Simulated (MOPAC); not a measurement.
MOPAC input (PM3):

```
PM3 PRECISE GNORM=0.05 LET XYZ CHARGE=-1 GEO-OK AUX(PRECISION=9) THREADS=1
H2N

N     0.00264570 1    0.14563947 1    0.02144324 1
H    -0.80461872 1   -0.49692176 1   -0.06396564 1
H     0.78609879 1   -0.52255452 1   -0.08613707 1
```

Question: What heat of formation does the run end on?

Answer: 38.29 kcal/mol.
